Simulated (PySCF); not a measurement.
## He: ionisation energy

He 1s2 (1S) → He⁺ 1s1 (2S), as a difference of total energies. Computed with PySCF 2.14 in def2-TZVP (3s1p, 6 functions), with the non-relativistic Hamiltonian (point nucleus). Correlated levels: valence: nothing frozen. The calculations carry no spin-orbit coupling.

```
           method  ionisation energy (eV)  error (eV)
              UHF                  23.450      -1.137
           r2SCAN                  24.611      +0.024
            B3LYP                  24.926      +0.339
    MP2 (valence)                  24.176      -0.411
SCS-MP2 (valence)                  24.322      -0.265
   CCSD (valence)                  24.349      -0.238
```

Reference: 24.587 eV (measured; NIST Atomic Spectra Database, ionization energies).

Errors of the correlated levels include the incompleteness of this basis.

With two correlated electrons CCSD is exact in that space.
